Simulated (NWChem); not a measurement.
# Correlation energy of NO (+1)

```xyz
2

N      0.0000     0.0000     0.5653
O      0.0000     0.0000    -0.4946
```
Charge +1, spin multiplicity 1.

The numbers come from NWChem runs, not from measurements. Structure: optimised with PBE0/def2-SVP, a minimum by its harmonic frequencies.

Basis set: cc-pVDZ. Each correlation energy counts from its own Hartree-Fock reference.

The correlated methods keep 2 core orbitals frozen. The structure started from a generated list of species. Coupled-cluster values serve here as a point of comparison, not as the truth.

| method | correlation energy (mHa) |
|---|---|
| RI-MP2 | -336.1 |
| MP2 | -336.0 |
| SCS-MP2 | -325.0 |
| CR-CCSD[T] | ? |
| CR-CCSD(T) | ? |
| CCSD | ? |
| CCSD+T(CCSD) | -348.3 |
| CCSD(T) | -346.7 |
| CCSDT | -346.9 |

Problem. Some entries are withheld; supply them.

Solution. 
- CR-CCSD[T], correlation energy (mHa): -345.4
- CR-CCSD(T), correlation energy (mHa): -344.2
- CCSD, correlation energy (mHa): -333.9
